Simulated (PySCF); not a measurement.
C3H4, SMILES C(C)#C (connectivity only; charge and spin as stated), charge +1, multiplicity 2. Geometry optimised at PBE-D3(BJ)/def2-TZVP. The multiplicity is an assumed one; other spin states were not compared.

These are PBE-D3(BJ)/def2-TZVP run with PySCF 2.14.0 values and carry that method's errors.

Harmonic wavenumbers (cm⁻¹): 186, 330, 459, 587, 691, 933, 999, 1109, 1182, 1366, 2028, 2788, 2840, 3058, 3288. Rotational constants (GHz): 154.8, 8.607, 8.568; symmetry number 1.

Work out the zero-point energy and the ideal-gas rigid-rotor harmonic-oscillator thermochemistry at 298.15 K and 1 atm.

ZPE = ½ Σ hcν = ½ × 21844 cm⁻¹ = 31.23 kcal/mol. H − E(el) = 34.63 kcal/mol. Entropy in cal/(mol K): translation 36.99, rotation 20.87, vibration 5.43, spin 1.38, total 64.67. G − E(el) = 15.35 kcal/mol. Cp = 16.13 cal/(mol K).
